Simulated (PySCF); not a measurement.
**CF under electron impact: the energy ladder**

PBE0 in PySCF with def2-TZVP on every atom, for the lowest determinant that a PBE0 search found; no spin–orbit coupling.

```csv
species,state (unpaired electrons),Re (Å),ωe (cm⁻¹),energy of the minimum from the neutral (eV),De (eV),dissociates to
CF,doublet (π ↑),1.268,1339,0.00,5.84,C + F
CF⁺,singlet (closed shell),1.153,1817,9.35,8.00,C⁺ + F
```

Problem. Work out the lowest energy to break CF into atoms, from its vibrational ground state.

Solution. D0 = De − ωe/2 = 5.84 − 0.08 = 5.76 eV (PBE0/def2-TZVP).

Problem. Work out the ionisation energy of the C atom at this level and the threshold of dissociative ionisation.

Solution. IE(C) = 9.35 + 8.00 − 5.84 = 11.51 eV, so C⁺ + F + e⁻ appears at D0 + IE(C) = 17.27 eV (PBE0/def2-TZVP). The measured IE(C) is 11.26 eV (NIST ASD).

These are thermodynamic thresholds; the onsets seen under electron impact lie higher where the geometry changes, and cross-sections peak well above them.

For an ion De counts to the pair picked by the measured ionisation energies or electron affinities, which need not be the lowest pair at this level. States were picked by a PBE0 search and need not be the measured ground states.
